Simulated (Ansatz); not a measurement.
One change: `OCC(O)(F)F` becomes `CC(O)(F)F`.

Ansatz, PBE0-D4/def2-TZVP geometries, multiplicity 1. Each molecule was computed in one conformer, which needn't be the lowest.

```tsv
property	`OCC(O)(F)F`
HOMO–LUMO gap (PBE/def2-TZVPP) / eV	6.55
LUMO energy (PBE/def2-TZVPP) / eV	-0.16
HOMO energy (ωB97M-V/def2-TZVPP) / eV	-10.94
LUMO energy (ωB97M-V/def2-TZVPP) / eV	2.19
HOMO energy (B3LYP/def2-TZVPP) / eV	-8.23
HOMO–LUMO gap (B3LYP/def2-TZVPP) / eV	8.55
```

Problem. Give the same properties after the change, and the shifts. (An estimate is asked.)

Solution. Computed: 
```csv
property,`CC(O)(F)F`,shift
HOMO–LUMO gap (PBE/def2-TZVPP) / eV,8.11,1.56
LUMO energy (PBE/def2-TZVPP) / eV,0.26,0.42
HOMO energy (ωB97M-V/def2-TZVPP) / eV,-12.29,-1.35
LUMO energy (ωB97M-V/def2-TZVPP) / eV,2.54,0.35
HOMO energy (B3LYP/def2-TZVPP) / eV,-9.49,-1.26
HOMO–LUMO gap (B3LYP/def2-TZVPP) / eV,10.21,1.66
```

With PBE0 the HOMO falls by 1.30 eV and the LUMO rises by 0.40 eV, so the gap widens by about 1.70 eV. PBE moves the HOMO by -1.14 eV and ωB97M-V by -1.35 eV.

B3LYP here is the variant with VWN-RPA as its local correlation; programs differ in this.
